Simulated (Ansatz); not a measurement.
Basis-set extrapolation for C$_{3}$H$_{5}$F$_{2}$ (`[CH2]CC(F)F`) radical (PBE0-D4/def2-TZVP geometry, frozen core, the Gaussian-basis code of Ansatz). Multiplicity 2, UHF reference.

```csv
,def2-TZVPP,def2-QZVPP
HF,-315.485418,-315.499303
MP2 correlation,-0.975230,-1.055413
CCSD(T) correlation,-1.043031,not run
```

Energies in hartree. Use E(X) = E(∞) + A·exp(−7.88·√X) for Hartree–Fock and E(X) = E(∞) + B·X^(−2.97) for correlation, with X = 3 and 4, and add CCSD(T) minus MP2 of the smaller set to the MP2 limit.

Q: What is the CCSD(T) energy at the basis-set limit?

A: HF limit: -315.499303 + (-0.013885) × 0.13774 = -315.50122. MP2 limit: -1.055413 + (-0.080183) × 0.74074 = -1.11481. Higher-order term: -1.043031 − (-0.975230) = -0.06780. Total: -316.68383 hartree, 408.0 kJ/mol below CCSD(T)/def2-TZVPP.
